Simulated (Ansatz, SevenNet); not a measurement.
Elastic constant C11 (GPa) of solids drawn from the class of silicides and borides, at two levels: the machine-learned potential SevenNet-l3i5 (trained on PBE and PBE+U data), and PBE (Ansatz, a program for electronic structure, plane waves, PAW).

```
solid               SevenNet-l3i5  PBE
------------------  -------------  ---
AlB2-type ZrB2                455  562
C11b MoSi2                    282  393
AlB2-type HfB2                484  595
C11b WSi2                     295  421
AlB2-type TiB2                556    ?
antifluorite Mg2Si           90.9  116
AlB2-type MgB2                358  427
```

**Question.** Estimate the withheld PBE value from the other rows.

**Answer.** One way: carry over the typical ratio. The ratios PBE / SevenNet-l3i5 of the other rows, in order: 1.193, 1.229, 1.235, 1.276, 1.394, 1.427; median 1.2555. AlB2-type TiB2: 556 × 1.2555 = 698 GPa; the run gives 650 GPa. The ratios spread from 1.193 to 1.427, so such an estimate is rough. AlB2-type TiB2 lies outside that spread.

Over all 7 rows PBE is the larger in 7.

Ansatz's runs of these crystals have no spin polarisation.

Spin–orbit coupling is left out, also for the solids with elements from indium on (AlB2-type HfB2, C11b WSi2); its size isn't shown.

Each level is taken at its own relaxed cell. Ansatz's density-functional and Hartree–Fock values are scalar-relativistic unless marked +SOC, with PAW data made under PBE.
